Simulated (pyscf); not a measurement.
PySCF, gas phase, ωB97X-D3(BJ)/def2-SVP geometries. Correlated levels are frozen-core, on RHF or UHF. ΔMP2 is the change of the MP2 total energy from the triple- to the quadruple-zeta basis.

For the elementary gas-phase step `[CH3][SiH2][Cl]` -> `[CH4]` + `[SiH][Cl]` [singlet] (singlet surface; C–Si, H–Si broken, C–H formed), what barrier and reaction energy does CCSD(T)/def2-TZVPP + ΔMP2(QZVPP) give, measured from the reactant's lowest minimum found?

ΔE‡ = 77.3 kcal/mol, ΔE = +46.4 kcal/mol. Zero-point energy shifts the barrier by -1.6 kcal/mol. It is a 1,1-elimination, with an imaginary mode of 1396i cm⁻¹. The same reactants have a lower exit, to H₃C–Si:–Cl [singlet] + H₂ (barrier +70.8 kcal/mol at ωB97M-D3(BJ), against +77.6 kcal/mol here). This is the saddle that the search found; another between the same sides may lie lower. The CCSD(T) − MP2 part came from Ansatz, without density fitting, on the same reference.
